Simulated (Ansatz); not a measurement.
Wurtzite MgTe, treated with LDA (plane waves, PAW; Ansatz, a first-principles code).

Total energies, extrapolated to zero smearing (they compare only within this program, potentials and cutoff):

| system | energy (eV/atom) |
|---|---|
| wurtzite MgTe, relaxed | -4365.2468 |
| hcp Mg | -1901.6040 |
| trigonal Te | -6827.1995 |

Q: Work out the enthalpy of formation per atom.

A: ΔH_f ≈ ΔE = -4365.2468 − [1 × (-1901.6040) + 1 × (-6827.1995)]/2 = -0.845 eV/atom (0 K, no vibrations). The reference value is -1.08 eV/atom (measured, 298 K, no zero-point or thermal correction; as tabulated in Zhang et al. (2018), doi:10.1038/s41524-018-0065-z), a difference of +0.235 eV/atom.

Spin–orbit coupling, which matters for such heavy atoms, is left out.

The PAW data were made under PBE.
